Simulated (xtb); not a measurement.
xtb input (GFN2-xTB):

```bash
xtb mol.xyz --gfn 2 --ohess tight --chrg -1 --uhf 0
```
mol.xyz:
```
9

C     -0.00661871     0.11695409     2.32403688
C     -0.03543770     0.10152960     0.85308566
C     -0.01857109     0.10012504    -0.31916969
C     -0.02061403     0.10765490    -1.81519937
H     -0.88909767    -0.39913453     2.74358726
H      0.85012612    -0.43450717     2.71750828
H      0.03428530     1.10682362    -2.18491501
H      0.91948773    -0.42964585    -2.15170947
H     -0.90896401    -0.36308838    -2.17131321
```

Output:

```
           -------------------------------------------------
          |                Calculation Setup                |
           -------------------------------------------------

           -------------------------------------------------
          |                 G F N 2 - x T B                 |
           -------------------------------------------------

        Reference                      10.1021/acs.jctc.8b01176
      * Hamiltonian:
        H0-scaling (s, p, d)           1.850000    2.230000    2.230000
        zeta-weighting                 0.500000
      * Dispersion:
        s8                             2.700000
        a1                             0.520000
        a2                             5.000000
        s9                             5.000000
      * Repulsion:
        kExp                           1.500000    1.000000
        rExp                           1.000000
      * Coulomb:
        alpha                          2.000000
        third order                    shell-resolved
        anisotropic                    true
        a3                             3.000000
        a5                             4.000000
        cn-shift                       1.200000
        cn-exp                         4.000000
        max-rad                        5.000000

          ...................................................
          :                      SETUP                      :
          :.................................................:
          :  # basis functions                  21          :
          :  # atomic orbitals                  21          :
          :  # shells                           13          :
          :  # electrons                        22          :
          :  max. iterations                   250          :
          :  Hamiltonian                  GFN2-xTB          :
          :  restarted?                      false          :
          :  GBSA solvation                  false          :
          :  PC potential                    false          :
          :  electronic temp.          300.0000000     K    :
          :  accuracy                    1.0000000          :
          :  -> integral cutoff          0.2500000E+02      :
          :  -> integral neglect         0.1000000E-07      :
          :  -> SCF convergence          0.1000000E-05 Eh   :
          :  -> wf. convergence          0.1000000E-03 e    :
          :  Broyden damping             0.4000000          :
          :  net charge                         -1          :
          :  unpaired electrons                  0          :
          ...................................................

 iter      E             dE          RMSdq      gap      omega  full diag
   1    -11.3220338 -0.113220E+02  0.642E+00    5.80       0.0  T
   2    -11.3763303 -0.542965E-01  0.376E+00    4.08       1.0  T
   3    -11.3628679  0.134624E-01  0.216E+00    4.49       1.0  T
   4    -11.3811827 -0.183148E-01  0.102E+00    4.12       1.0  T
   5    -11.3865134 -0.533072E-02  0.147E-01    4.12       1.0  T
   6    -11.3865364 -0.229870E-04  0.592E-02    4.17       1.0  T
[...]
     1   6 C        2   6 C                                       1.3413555 (max)
     2   6 C        3   6 C                                       1.2549247
     1   6 C        5   1 H                                       1.0904553
     1   6 C        6   1 H                                       1.0904170 (min)
     4   6 C        7   1 H                                       1.1113390
     4   6 C        8   1 H                                       1.1004967
     4   6 C        9   1 H                                       1.1006507

 * 2 distinct bonds (by element types)

   Z      Z             #   av. dist./Å        max./Å        min./Å
   1 H    6 C           5     1.0986717     1.1113390     1.0904170
Molecule has the following symmetry elements: (sigma)
It seems to be the Cs point group
   6 C    6 C           2     1.2981401     1.3413555     1.2549247

           -------------------------------------------------
          |               Frequency Printout                |
           -------------------------------------------------
 projected vibrational frequencies (cm⁻¹)
eigval :       -0.00    -0.00    -0.00    -0.00     0.00     0.00
eigval :       70.03   198.75   273.62   275.48   486.51   501.90
eigval :      844.07   973.23  1022.42  1032.86  1299.85  1389.70
eigval :     1477.18  1516.30  1520.12  2082.62  2657.58  2831.69
eigval :     2864.08  2864.29  2908.29
 reduced masses (amu)
   1: 10.04   2: 10.59   3:  9.38   4:  5.71   5: 10.51   6: 10.23   7:  3.34   8: 10.23
   9:  6.13  10:  8.10  11:  4.36  12:  7.72  13:  9.95  14:  4.30  15:  4.37  16:  4.35
  17:  8.90  18:  2.76  19:  4.60  20:  1.70  21:  1.61  22: 11.90  23:  1.75  24:  1.90
  25:  1.38  26:  2.03  27:  1.41
 IR intensities (km·mol⁻¹)
   1: 10.30   2: 18.69   3:  5.21   4:  1.26   5: 18.29   6:  8.40   7:  3.42   8: 15.01
   9: 70.82  10:  1.95  11:  0.07  12:  5.13  13: 14.26  14:  2.23  15: 61.28  16:  0.94
  17: 68.57  18:132.50  19:  3.43  20: 10.98  21:  5.93  22:444.87  23:334.61  24:150.45
  25:352.67  26:387.42  27:218.11
 Raman intensities (Ä⁴*amu⁻¹)
   1:  0.00   2:  0.00   3:  0.00   4:  0.00   5:  0.00   6:  0.00   7:  0.00   8:  0.00
   9:  0.00  10:  0.00  11:  0.00  12:  0.00  13:  0.00  14:  0.00  15:  0.00  16:  0.00
  17:  0.00  18:  0.00  19:  0.00  20:  0.00  21:  0.00  22:  0.00  23:  0.00  24:  0.00
  25:  0.00  26:  0.00  27:  0.00
 output can be read by thermo (or use thermo option).
 writing <g98.out> molden fake output.
 recommended (thermochemical) frequency scaling factor: 1.0
           -------------------------------------------------
          |             Thermodynamic Functions             |
           -------------------------------------------------

cs  symmetry found (for desy threshold:  0.10E+00) used in thermo

          ...................................................
          :                      SETUP                      :
          :.................................................:
          :  # frequencies                          21      :
          :  # imaginary freq.                       0      :
          :  linear?                             false      :
          :  only rotor calc.                    false      :
          :  symmetry                               cs      :
          :  rotational number                       1      :
          :  scaling factor                  1.0000000      :
          :  rotor cutoff                   50.0000000 cm⁻¹ :
          :  imag. cutoff                  -20.0000000 cm⁻¹ :
          :.................................................:

    mode    ω/cm⁻¹     T·S(HO)/kcal·mol⁻¹    T·S(FR)/kcal·mol⁻¹   T·S(vib)
   ------------------------------------------------------------------------
       1     70.03    -1.23808 ( 79.37%)    -0.95597 ( 20.63%)    -1.17989
       2    198.75    -0.63943 ( 99.60%)    -0.64745 (  0.40%)    -0.63946
       3    273.62    -0.46906 ( 99.89%)    -0.55282 (  0.11%)    -0.46915
       4    275.48    -0.46558 ( 99.89%)    -0.55082 (  0.11%)    -0.46568
   ------------------------------------------------------------------------

   temp. (K)  partition function   enthalpy   heat capacity  entropy
                                   cal/mol     cal/K/mol   cal/K/mol   J/K/mol
 298.15  VIB   13.3                 1836.651     11.745     11.112
         ROT  0.280E+05              888.752      2.981     23.334
         INT  0.374E+06             2725.403     14.726     34.446
         TR   0.374E+27             1481.254      4.968     37.813
         TOT                        4206.6572    19.6944    72.2588   302.3308

       T/K    H(0)-H(T)+PV         H(T)/Eh          T*S/Eh         G(T)/Eh
   ------------------------------------------------------------------------
    298.15    0.670374E-02    0.729770E-01    0.343325E-01    0.386445E-01
   ------------------------------------------------------------------------
Note: The following floating-point exceptions are signalling: IEEE_UNDERFLOW_FLAG IEEE_DENORMAL
normal termination of xtb

         :::::::::::::::::::::::::::::::::::::::::::::::::::::
         ::                  THERMODYNAMIC                  ::
         :::::::::::::::::::::::::::::::::::::::::::::::::::::
         :: total free energy         -11.114473406951 Eh   ::
         ::.................................................::
         :: total energy              -11.153117883438 Eh   ::
         :: zero point energy           0.066273223781 Eh   ::
         :: G(RRHO) w/o ZPVE           -0.027628747295 Eh   ::
         :: G(RRHO) contrib.            0.038644476486 Eh   ::
         :::::::::::::::::::::::::::::::::::::::::::::::::::::

optimized geometry written to: xtbopt.xyz

           -------------------------------------------------
          | TOTAL ENERGY              -11.153117883438 Eh   |
          | TOTAL ENTHALPY            -11.080140924635 Eh   |
          | TOTAL FREE ENERGY         -11.114473406951 Eh   |
          | GRADIENT NORM               0.000123936748 Eh/α |
          | HOMO-LUMO GAP               4.175728045308 eV   |
           -------------------------------------------------

------------------------------------------------------------------------
------------------------------------------------------------------------
 total:
 SCF:
 ANC optimizer:
 analytical hessian:
```

It need not be the lowest isomer of its formula. Whether it binds its extra electron was not tested at this geometry.
